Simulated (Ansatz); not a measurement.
# C5H5N: the cost of one run

Method: the levels named in each step, in Ansatz 0.2.0.

## Step 1: The starting structure

Bond lengths: C1–C2 1.196 Å, C2–C3 1.449 Å, C3–C4 1.540 Å, C4–C5 1.441 Å, C5–N6 1.143 Å, C1–H7 1.049 Å, C3–H8 1.094 Å, C3–H9 1.094 Å, C4–H10 1.094 Å, C4–H11 1.094 Å. Angles (14 of 15 angles, heavy atoms first): C1–C2–C3 178.0°, C2–C3–C4 111.0°, C3–C4–C5 110.9°, C4–C5–N6 179.1°, C2–C1–H7 178.9°, C2–C3–H8 109.2°, C2–C3–H9 109.2°, C4–C3–H8 109.8°, C4–C3–H9 109.1°, C3–C4–H10 110.0°, C3–C4–H11 110.0°, C5–C4–H10 108.5°, C5–C4–H11 108.4°, H8–C3–H9 108.4°.

Structure file:

```xyz
11

C     2.3734   -0.4216    0.0586
C     1.2494   -0.8097    0.1873
C    -0.1239   -1.2587    0.2997
C    -1.0550   -0.4189   -0.5943
C    -1.1039    0.9495   -0.1443
N    -1.1469    2.0284    0.2297
H     3.3628   -0.0869   -0.0352
H    -0.4438   -1.1831    1.3431
H    -0.1850   -2.3074   -0.0057
H    -0.6951   -0.4322   -1.6272
H    -2.0694   -0.8283   -0.5680
```

## Step 2: A rough first relaxation, PBE-D4/def2-SVP

input.yaml

```yaml
crystal:
  periodic: [false, false, false]
  atoms:
    - { symbol: C, position_ang: [2.37337, -0.42159, 0.0586] }
    - { symbol: C, position_ang: [1.24945, -0.80974, 0.18732] }
    - { symbol: C, position_ang: [-0.12394, -1.2587, 0.29968] }
    - { symbol: C, position_ang: [-1.05495, -0.41887, -0.59431] }
    - { symbol: C, position_ang: [-1.1039, 0.94946, -0.14427] }
    - { symbol: "N", position_ang: [-1.14689, 2.02836, 0.22973] }
    - { symbol: H, position_ang: [3.36275, -0.08695, -0.03519] }
    - { symbol: H, position_ang: [-0.44377, -1.18311, 1.34309] }
    - { symbol: H, position_ang: [-0.18499, -2.30743, -0.00569] }
    - { symbol: H, position_ang: [-0.69506, -0.43219, -1.62721] }
    - { symbol: H, position_ang: [-2.06942, -0.82834, -0.56801] }
basis:
  gaussian: { orbitals: def2-SVP }
hamiltonian:
  xc: pbe
  dispersion: d4
relax:
  f_tol: 0.03
  max_steps: 200
```

Run with:

```
$ ansatz run input.yaml --threads 4 --pin off --max-ram 10240MiB --backend cpu --events-out ev --progress --plain --runs-dir out
```

What time and memory should one allow on 4 threads of Intel Xeon at 2.50GHz (Skylake/Cascade Lake), shared host?

About 12 s, with a peak of 0.16 GiB.
